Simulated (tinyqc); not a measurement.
Starting guesses with DIIS over 6 matrices: SCF starting guesses in the sto-6g basis, for NH, spin multiplicity 3. Computed by the program tinyqc with PySCF. UHF with one setting changed at a time; a run stops when the energy changes by less than 1e-09 hartree and the error matrix is below 1e-5. Starts: the lowest orbitals of the core Hamiltonian, of the Wolfsberg-Helmholz matrix (K = 1.75), projected atomic densities, random orbitals, and the highest orbitals of the core Hamiltonian (a deliberately bad start).

Geometry (angstrom):
```
atom       x       y       z
N     0.0000  0.0000  0.0000
H     0.0000  0.0000  0.9200
```

lowest solution found by these runs and by PySCF with stability checks = -54.766650 hartree

Largest element of the error matrix X^T (FDS - SDF) X:
```
iteration     core  Wolfsberg-Helmholz  atomic densities   random  highest core orbitals
1          4.3e-01             1.7e-01           6.9e-01  3.9e+00                1.9e-01
2          9.1e-02             5.4e-02           4.9e-02  2.9e-01                3.8e-01
3          7.8e-03             6.7e-03           1.1e-02  8.4e-02                3.5e-01
4          2.9e-03             3.0e-03           3.2e-03  5.1e-02                2.1e-01
5          7.6e-04             1.1e-03           9.6e-04  2.5e-02                1.9e-01
6          7.2e-05             2.6e-05           2.5e-04  1.2e-02                1.5e-01
8          8.3e-08             1.9e-07           1.3e-07  2.9e-04                7.7e-03
10               -                   -                 -  2.9e-05                2.6e-05
```

How each run ends:
```
run                    iterations  E (hartree)         state
core                            8    -54.76665  lowest found
Wolfsberg-Helmholz              8    -54.76665  lowest found
atomic densities                9    -54.76665  lowest found
random                         12    -54.76665  lowest found
highest core orbitals          11    -54.59732        higher
```

What does the comparison show, and why?

4 of 5 runs reach the lowest solution found, in 8 to 12 iterations (fastest: core, Wolfsberg-Helmholz). Ending on a higher stationary point: highest core orbitals; a small error matrix cannot reveal that, and an occupation fixed by the start is kept by symmetry or by the shape of the basin. The first errors are 4e-01, 2e-01, 7e-01, 4e+00, 2e-01.
